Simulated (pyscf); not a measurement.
One four-centre exchange on the singlet surface with elements of a group swapped. ωB97M-D3(BJ)/def2-TZVP, eV, from the separated reactants. Single points on ωB97X-D3(BJ)/def2-SVP structures (PySCF, gas phase).

```csv
step,barrier,reaction energy,imaginary mode (i cm⁻¹)
`[AsH2][InH][AsH2]` + `[H][H]` → `[AsH2][InH2]` + `[AsH3]`,[?],[?],1431
`[AsH2][GaH][AsH2]` + `[H][H]` -> `[GaH2][AsH2]` + `[AsH3]`,1.39,+0.41,1288
```

Problem. What belongs in the gaps?

Solution. 
- `[AsH2][InH][AsH2]` + `[H][H]` → `[AsH2][InH2]` + `[AsH3]`, barrier: 1.59
- `[AsH2][InH][AsH2]` + `[H][H]` → `[AsH2][InH2]` + `[AsH3]`, reaction energy: +0.51

Row 1: On the product side the descent ends in a complex (not fully relaxed), 0.27 eV under the separated species and 1.13 eV under the saddle at ωB97X-D3(BJ)/def2-TZVP. Row 2: On the product side the descent ends in a complex (not fully relaxed), 0.23 eV under the separated species and 1.02 eV under the saddle at ωB97X-D3(BJ)/def2-TZVP. Each row is the saddle that its search found. Elements up to Kr have no core potential and no relativistic terms here. Elements past Kr carry the def2 core potentials, without spin-orbit coupling.
